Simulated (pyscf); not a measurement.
**Four-centre exchange: H₃C–SiH(Cl)–Cl + hydrogen (H₂) → H₃C–SiH(Cl)–Cl + hydrogen (H₂)**

Gas phase, singlet surface, charge 0. Bonds broken: Si2–H8, H9–H10. Bonds formed: Si2–H9, H8–H10. Structures and frequencies: ωB97X-D3(BJ)/def2-SVP in PySCF.

Transition state (Å):

```xyz
10

C      0.3717    -0.3765     0.3521
Si    -1.2737     0.0960    -0.4030
Cl    -1.0847    -0.6872    -2.3173
Cl    -2.6080    -0.7300     0.9552
H      0.4458     0.0041     1.3826
H      1.2012     0.0309    -0.2465
H      0.4569    -1.4750     0.3731
H     -2.5604     0.9858    -0.9946
H     -0.8353     1.7710    -0.1578
H     -1.7668     1.6299    -0.6046
```

One imaginary mode, 1674i cm⁻¹; descent along it reached the two sides named.

```
bond    change  reactant side (Å)  saddle  product side
------  ------  -----------------  ------  ------------
Si2–H8  breaks              1.480   1.673           4.0
H9–H10  breaks              0.760   1.043           3.4
Si2–H9   forms                4.0   1.749         1.480
H8–H10   forms                2.7   1.094         0.760
```

Electronic energies relative to the separated reactants (kcal/mol):

| level | barrier | reaction energy | reverse barrier |
|---|---|---|---|
| ωB97X-D3(BJ)/def2-TZVP | 67.7 | 0.0 | 67.7 |
| PBE/def2-TZVP | 59.6 | 0.0 | 59.6 |
| r²SCAN/def2-TZVP | 62.2 | 0.0 | 62.2 |
| B3LYP-D3(BJ)/def2-TZVP | 66.4 | 0.0 | 66.4 |
| PBE0-D3(BJ)/def2-TZVP | 62.1 | 0.0 | 62.1 |
| M06-2X/def2-TZVP | 70.0 | 0.0 | 70.0 |
| ωB97M-D3(BJ)/def2-TZVP | 66.8 | 0.0 | 66.8 |
| HF/def2-TZVP | 85.3 | 0.0 | 85.3 |

With ωB97M-D3(BJ)/def2-TZVP energies and thermal terms (ideal gas, 1 atm, RRHO with modes under 100 cm⁻¹ raised to 100, one conformer, R ln 2 for chiral ones without a mode under 150 cm⁻¹), in kcal/mol:

```json
[
 {"T (K)": "298", "ΔH‡": "67.6", "ΔG‡": "76.0", "ΔH": "0.0", "ΔG": "0.0"},
 {"T (K)": "600", "ΔH‡": "66.6", "ΔG‡": "85.0", "ΔH": "0.0", "ΔG": "0.0"},
 {"T (K)": "900", "ΔH‡": "66.4", "ΔG‡": "94.2", "ΔH": "0.0", "ΔG": "0.0"},
 {"T (K)": "1200", "ΔH‡": "66.5", "ΔG‡": "103.5", "ΔH": "0.0", "ΔG": "0.0"}
]
```

At the saddle there is also a short H–Si contact that neither side keeps. This is the saddle that the search found; another between the same sides may lie lower.
